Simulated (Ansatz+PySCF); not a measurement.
Two shapes of doublet HS₂.

Shape 1:

```xyz
3

S     0.0000    0.2015   -1.4669
S     0.0000   -0.6406    0.3227
H     0.0000    0.4391    1.1442
```

Shape 2:

```xyz
3

S     0.0000    0.1873   -1.4368
S     0.0000   -0.6335    0.3076
H     0.0000    0.4462    1.1291
```

Basis set: cc-pVTZ on H; cc-pV(T+d)Z on S (spherical functions). Correlated methods keep 10 orbitals frozen. Correlation on ROHF uses semicanonical orbitals with singles. Charge 0, multiplicity 2.

Computed with Ansatz (development build ahead of 0.2.0) and PySCF 2.14.0; each method stands on the lowest determinant of its kind that the runs found.

(1) Which shape is lower in energy, and by how much in each method?

## Answers

(1)

| method | E(2) − E(1) (eV) |
| --- | --- |
| ROHF | 0.032 |
| UHF | 0.026 |
| ROHF-MP2 | -0.003 |
| UHF-MP2 | 0.003 |
| ROHF-CCSD(T) | 0.031 |

Shape 1 is lower, bar methods that put the two within 0.005 eV.
